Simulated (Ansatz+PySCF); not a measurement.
singlet N2O: levels of theory in one basis

```xyz
3

N     0.0000    0.0000   -1.2898
N     0.0000    0.0000   -0.0737
O     0.0000    0.0000    1.1931
```

Basis set: def2-SVP (spherical functions). Frozen core: 3 orbitals. Charge 0, multiplicity 1.

Computed with Ansatz (development build ahead of 0.2.0); each method stands on the lowest determinant of its kind that the runs found. NEVPT2 correlates all electrons. Active spaces start from the frontier orbitals, and the lowest solution found is given.

```tsv
method	E − E(RHF) (eV)	<S²> of the determinant
RHF	0.00	0.00
UHF	-0.34	0.69
RHF-MP2	-15.39	–
UHF-MP2	-13.51	0.69
RHF-CCSD	-14.71	–
UHF-CCSD	-14.66	0.69
UHF-CCSD(T)	-15.44	0.69
RHF-CCSDT(Q)	-15.67	–
UHF-CCSDT(Q)	-15.67	0.69
CASSCF(8,6)	-3.53	–
SC-NEVPT2(8,6)	-14.92	–
```

Task: What does RHF-CCSD(T) give on the same scale?

Result: -15.54 eV.

Task: Is a single determinant a sound starting point here?

Result: It is doubtful. Unrestricted orbitals lower Hartree–Fock by 0.34 eV and <S²> is 0.69 where a pure state has 0.00, a sign of strong static correlation. The CASSCF(8,6) natural occupations are 1.97, 1.97, 1.91, 1.91, 0.12, 0.12.

Caution for RHF, RHF-MP2, RHF-CCSD, RHF-CCSD(T), RHF-CCSDT(Q): an unrestricted determinant lies well below. Caution for UHF, UHF-MP2, UHF-CCSD, UHF-CCSD(T), UHF-CCSDT(Q): the unrestricted determinant is spin contaminated. Caution for UHF-MP2, UHF-CCSD, UHF-CCSD(T), UHF-CCSDT(Q): a plain start can end on a higher determinant. Caution for UHF-MP2, UHF-CCSD(T): another reference gives a lower total. Caution for UHF-CCSD, UHF-CCSD(T): the program doubts this total.
